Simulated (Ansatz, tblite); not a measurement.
# The cluster Li₅+: rung by rung

How do method and basis change the picture of the cluster Li₅+ (singlet)?

Program: Ansatz 0.2.0, Gaussian basis. Level of theory: as each input shows. These are calculated values, not measurements.

Levels to be run: GFN1-xTB, PBE/def2-TZVP, r2SCAN/def2-TZVP, B2PLYP/def2-TZVP, LDA/def2-TZVP, CAM-B3LYP/def2-TZVP, revPBE/def2-TZVP, B97M-V/def2-TZVP, PBE/def2-SVP, PBE0/def2-SVP, HF/STO-3G, CCSD(T)/def2-TZVPP, MP2/def2-TZVP, RPA/def2-TZVP.

2 further runs of the same task are left out: 2 set aside as unsound or not needed.

**1. The structure**

The singlet was relaxed beforehand with r2SCAN/def2-TZVP. At that level it is the lowest of the isomers that a small search found.

5 atoms, charge 1, spin multiplicity 1.

Bond lengths: Li2–Li3 2.810 Å, Li2–Li5 2.809 Å, Li3–Li5 2.810 Å. Angles: Li3–Li2–Li5 60.0°, Li2–Li3–Li5 60.0°, Li2–Li5–Li3 60.0°.

The ion is computed in the gas phase, without counter-ions or solvent.

PBE0/def2-TZVP was run before; its log isn't repeated, and its numbers join the tables.

**2. GFN1-xTB**

Tight binding, by tblite at 300 K electronic temperature and without a spin-polarisation term:

```python
tblite.interface.Calculator('GFN1-xTB', numbers, positions, charge=1, uhf=0).singlepoint()
```

Energy -40.3330 eV, HOMO -14.22 eV, LUMO -13.78 eV; 0.002 s.

**3. PBE/def2-TZVP**

start.molden holds the orbitals of an earlier run on this state, given as this run's starting guess.

File in.yaml:

```yaml
crystal:
  periodic: [false, false, false]
  atoms:
    - {symbol: Li, position_ang: [-1.531325, 2.368313, 0.183029]}
    - {symbol: Li, position_ang: [-0.304093, -0.320223, 1.560965]}
    - {symbol: Li, position_ang: [-0.989493, -0.569042, -1.152516]}
    - {symbol: Li, position_ang: [1.531125, -2.368255, -0.183390]}
    - {symbol: Li, position_ang: [1.293776, 0.889206, -0.408088]}
basis:
  gaussian: {orbitals: def2-TZVP, initial_orbitals: start.molden}
total_charge: 1
hamiltonian: {xc: pbe}
scf: {omitted_lower_state_checks: [starts]}
output: {orbitals: {seedname: orbitals}}
```

Started as:

```console
> ansatz run in.yaml --threads 4 --pin off --events-out ev --progress --plain --max-ram 3916MiB
```

The runs that follow: r2SCAN/def2-TZVP; B2PLYP/def2-TZVP; LDA/def2-TZVP; CAM-B3LYP/def2-TZVP; revPBE/def2-TZVP; B97M-V/def2-TZVP; PBE/def2-SVP; PBE0/def2-SVP; HF/STO-3G; CCSD(T)/def2-TZVPP; MP2/def2-TZVP; RPA/def2-TZVP.

Q: Predict the results of all the runs planned. Wanted: gap in def2-TZVP, named functionals, smallest and largest; correlation energy, CCSD(T)/def2-TZVPP; correlation energy, MP2/def2-TZVP; PBE0 total energy, smallest basis above largest.

As calculated:

```
                                                 quantity                                  value
gap in def2-TZVP, named functionals, smallest and largest  0.71 eV (B97M-V), 3.54 eV (CAM-B3LYP)
                   correlation energy, CCSD(T)/def2-TZVPP                               -6.69 eV
                        correlation energy, MP2/def2-TZVP                               -5.09 eV
          PBE0 total energy, smallest basis above largest          0.72 eV (def2-SVP, def2-TZVP)
```

In words: Over the named functionals in def2-TZVP the gap runs from 0.71 eV (B97M-V) to 3.54 eV (CAM-B3LYP); exact exchange widens it.
